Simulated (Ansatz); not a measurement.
Two shapes of doublet CS2(+).

Shape 1:

```xyz
3

S     0.0000   -0.0001   -1.6816
C     0.0000    0.0001    0.0000
S     0.0000   -0.0001    1.6816
```

Shape 2:

```xyz
3

S     0.0137    0.0396   -1.5298
C     0.0238   -0.0435   -0.0057
S    -0.0320    0.0314    1.5350
```

Basis set: def2-SVP (spherical functions). Left uncorrelated: 11 orbitals. Correlation on ROHF uses semicanonical orbitals with singles. Charge 1, multiplicity 2.

Computed with Ansatz (development build ahead of 0.2.0); each method stands on the lowest determinant of its kind that the runs found.

(1) Which shape is lower in energy, and by how much in each method?

## Answers

(1)

| method | E(2) − E(1) (eV) |
| --- | --- |
| ROHF | -0.941 |
| UHF | -0.576 |
| ROHF-CCSD(T) | -0.417 |
| UHF-CCSD(T) | -0.435 |

Shape 2 is lower. Caution for ROHF, ROHF-CCSD(T): an unrestricted determinant lies well below; the determinant may break the point group. Caution for UHF, UHF-CCSD(T): the unrestricted determinant is spin contaminated.
